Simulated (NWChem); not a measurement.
# propane (C3H8); SMILES C(C)C

Program: NWChem. Structure relaxed at the B3LYP/6-31G* (spherical d) level. Level TPSS/def2-SVP: single points from the atomic guess with DIIS by default; each run changes one setting, and all converged runs end within 0.3 mHa of each other.

| setting | SCF iterations |
|---|---|
| defaults | 6 |
| 70 % damping for 30 cycles | 28 |
| core-Hamiltonian guess | 11 |
| DIIS on 20 Fock matrices | 6 |
| no DIIS, 40 % damping | 13 |
| occupation smearing of 0.005 Ha | 6 |
